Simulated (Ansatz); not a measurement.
**How methods differ on BN (SMILES B#N)**

BN has 2 atoms, charge 0, and is taken as a triplet. As SMILES, `B#N`. The coordinates come from a PBE0-D4/def2-TZVP relaxation.

```csv
atom,x (Å),y (Å),z (Å)
B,0.0000,0.0000,-0.0235
N,0.0000,0.0000,1.2919
```

Quantity: the energy change with the B1–N2 bond stretched from 1.315 to 3.289 Å, in eV. The values are calculated.

| level | kind | program | value (eV) | less FCI/6-31G | CPU time (all runs) |
| --- | --- | --- | --- | --- | --- |
| UHF/6-31G | Hartree–Fock | Ansatz | 1.37 | -1.86 | 0.3 s |
| UBHLYP/6-31G | global hybrid | Ansatz | 3.40 | +0.17 | 1.1 s |
| RPA@PBE/6-31G | RPA | Ansatz | 2.94 | -0.29 | 3 s |
| UMP2/6-31G | perturbation theory | Ansatz | 3.32 | +0.09 | 0.42 s |
| UCCSD(T)/6-31G | coupled cluster or CI | Ansatz | 3.21 | -0.02 | 0.78 s |
| UCCSDT/6-31G | coupled cluster or CI | Ansatz | 3.22 | -0.01 | 3.3 s |
| FCI/3-21G | exact in the basis | Ansatz | 3.23 | 0.00 | 17 s |
| FCI/6-31G | exact in the basis | Ansatz | 3.23 | 0.00 | 12 s |

FCI/6-31G is exact within its basis and frozen core, so for wave-function methods in that basis the difference is their error; functionals converge differently with the basis, so for them it is only a difference. The first shape isn't each level's own minimum. The values span 1.37 to 3.40 eV. Spin contamination of the reference (⟨S²⟩ at least 0.1 too high) touches UHF/6-31G, UBHLYP/6-31G, RPA@PBE/6-31G, UMP2/6-31G, UCCSD(T)/6-31G, UCCSDT/6-31G. All rows use very small basis sets, so even the best lies far from the true value. Times are those of the runs behind each value, whatever else they computed, on shared processors of several kinds: orders of magnitude only.
